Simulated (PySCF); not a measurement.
Computed with PBE-D3(BJ)/def2-TZVP // PBE0-D3(BJ)/def2-SVP (PySCF). Isolated molecules, 0 K electronic values unless said otherwise. Excitations are Tamm–Dancoff values on a coarser integration grid. The basis has no diffuse functions, so Rydberg states are missing or too high.

Reference species (SMILES): `CN(C)C` (neutral, multiplicity 1).

- HOMO–LUMO gap = 5.10 eV
- T1 excitation (TDA) = 5.00 eV

Changed species: `CSC` (free base S(CH3)2; the reference has free base N(CH3)3).

Problem. What does the change do to the HOMO–LUMO gap and T1 excitation (TDA)?

Solution. the HOMO–LUMO gap decreases by 0.06 eV, to 5.04 eV; the T1 excitation (TDA) drops by 0.29 eV, to 4.71 eV.
